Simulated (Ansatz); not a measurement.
# USVWN5/STO-3G run of Si2H4 (SMILES [SiH][SiH3])

Aim: the energy change on altering one bond length of Si2H4 at USVWN5/STO-3G, from 2 runs. 

The calculation is run with Ansatz 0.2.0.

29 further runs of the same task are left out: 29 set aside as unsound or not needed.

## 1. The structure to begin with

The species is Si2H4 (6 atoms), meant as a triplet with charge 0. SMILES: `[SiH][SiH3]`. The shape is that of a GFN2-xTB optimisation.

Bond lengths: Si1–Si2 2.254 Å, Si1–H3 1.473 Å, Si2–H4 1.467 Å, Si2–H5 1.474 Å, Si2–H6 1.474 Å. Angles: Si1–Si2–H4 105.5°, Si1–Si2–H5 115.5°, Si1–Si2–H6 115.4°, Si2–Si1–H3 128.8°, H4–Si2–H5 107.9°, H4–Si2–H6 107.9°, H5–Si2–H6 104.3°.

## 2. A single-point energy at USVWN5/STO-3G

Input file molecule.yaml:

```yaml
crystal:
  periodic: [false, false, false]
  atoms:
    - {symbol: Si, position_ang: [0.322720, -1.575880, 0.287350]}
    - {symbol: Si, position_ang: [-0.300130, 0.523270, -0.245660]}
    - {symbol: H, position_ang: [1.427930, -2.017820, 1.155760]}
    - {symbol: H, position_ang: [-1.456530, 0.376070, -1.136010]}
    - {symbol: H, position_ang: [0.714920, 1.325330, -0.951090]}
    - {symbol: H, position_ang: [-0.708920, 1.369020, 0.889660]}
basis:
  gaussian: {orbitals: STO-3G}
magnetization: {spin_polarized: true, initial_magnetization: 2}
hamiltonian: {xc: {name: SVWN5}}
accuracy: high
```

Command:

```bash
ansatz run molecule.yaml --threads 1 --pin off --max-ram 2610MiB --events-out events.jsonl --progress --plain --runs-dir runs
```

The program printed:

```text
Warning: RAYON_NUM_THREADS=1 ignored (pool sized by the plan → 1); use --threads N
Functional definition: SVWN5
  name "SVWN5"
  exchange = slater_x
  correlation = vwn5_c
388 factors; integrals over basis functions are off by at most 6.1e-9 eV
mean field evaluation 1: about -15567.1585 eV, gradient 1.1e1 eV
mean field evaluation 2: about -15567.1586 eV, gradient 1.0e1 eV
mean field evaluation 4: about -15567.9836 eV, gradient 2.5e-1 eV
mean field evaluation 8: about -15567.9198 eV, gradient 1.5e-3 eV
mean field evaluation 16: about -15567.9198 eV, gradient 9.1e-8 eV
mean field -15567.91978805 eV, -572.1104998957 hartree, gradient 9.1e-8 eV, S^2 2.001536; 0 other end points of the search recorded, 0 dependent functions left out
reference -15567.91979000 eV, -572.1104999673 hartree; 17, 15 occupied and 5, 7 virtual orbitals, 388 factors
Total energy: -15567.91979000 eV, -572.1104999673 hartree
```

Run time: 0.74 s. Hardware: 1 thread of AMD EPYC 9R14 (Zen 4), shared host; peak memory 0.14 GiB.

## 3. The distorted shape, same level

Input file job.yaml:

```yaml
crystal:
  periodic: [false, false, false]
  atoms:
    - symbol: Si
      position_ang: [0.478423, -2.100636, 0.420595]
    - symbol: Si
      position_ang: [-0.300130, 0.523270, -0.245660]
    - symbol: H
      position_ang: [1.583633, -2.542576, 1.289005]
    - symbol: H
      position_ang: [-1.456530, 0.376070, -1.136010]
    - symbol: H
      position_ang: [0.714920, 1.325330, -0.951090]
    - symbol: H
      position_ang: [-0.708920, 1.369020, 0.889660]
basis:
  gaussian: {orbitals: STO-3G}
magnetization: {spin_polarized: true, initial_magnetization: 2}
hamiltonian: {xc: {name: SVWN5}}
accuracy: high
total_charge: 0
```

Command:

```bash
ansatz run job.yaml --threads 1 --pin off --max-ram 2610MiB --events-out events.jsonl --progress --plain --runs-dir runs
```

The program printed:

```text
Warning: RAYON_NUM_THREADS=1 ignored (pool sized by the plan → 1); use --threads N
[... 4 set-up lines as earlier in the session ...]
374 factors; integrals over basis functions are off by at most 1.1e-8 eV
mean field evaluation 1: about -15565.6217 eV, gradient 1.0e1 eV
mean field evaluation 2: about -15564.8237 eV, gradient 1.3e1 eV
mean field evaluation 4: about -15566.4760 eV, gradient 5.2e-1 eV
mean field evaluation 8: about -15566.4073 eV, gradient 7.0e-3 eV
mean field evaluation 16: about -15566.4073 eV, gradient 2.9e-7 eV
mean field -15566.40734125 eV, -572.0549185010 hartree, gradient 1.9e-8 eV, S^2 2.000710; 0 other end points of the search recorded, 0 dependent functions left out
reference -15566.40734329 eV, -572.0549185759 hartree; 17, 15 occupied and 5, 7 virtual orbitals, 374 factors
Total energy: -15566.40734329 eV, -572.0549185759 hartree
```

It took 0.81 s on 1 thread of AMD EPYC 9R14 (Zen 4), shared host; peak memory 0.14 GiB.

## 4. Summary of results

At USVWN5/STO-3G:

```
                                                           quantity          value
                                          first shape: total energy  -572.11050 Eh
                                                  first shape: ⟨S²⟩          2.002
                                      distorted shape: total energy  -572.05492 Eh
                                              distorted shape: ⟨S²⟩          2.001
energy change with the Si1–Si2 bond stretched from 2.254 to 2.817 Å       1.512 eV
```

What this shows: With the Si1–Si2 bond stretched from 2.254 to 2.817 Å the energy rises by 1.51 eV (35 kcal/mol). The first shape isn't relaxed at this level, so the change isn't measured from a minimum. The minimal basis adds a large error of its own.
